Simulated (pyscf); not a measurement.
Single points on ωB97X-D3(BJ)/def2-SVP structures (PySCF, gas phase).

### Question
HI (SMILES I) + I–SiH(I)–I (SMILES I[SiH](I)I) → I–Si(I)(I)–I (SMILES I[Si](I)(I)I) + H₂ (SMILES [H][H])
Surface: singlet. Broken: H–I, H–Si. Formed: I–Si, H–H. Give ΔE‡ and ΔE from ωB97M-D3(BJ)/def2-TZVP, relative to the separated reactants.

### Answer
ΔE‡ = 45.2 kcal/mol, ΔE = -11.5 kcal/mol. Zero-point energy shifts the barrier by 0.0 kcal/mol. It is a four-centre exchange, with an imaginary mode of 920i cm⁻¹. One saddle was located; it need not be the lowest between these sides. Elements past Kr carry the def2 core potentials, without spin-orbit coupling.
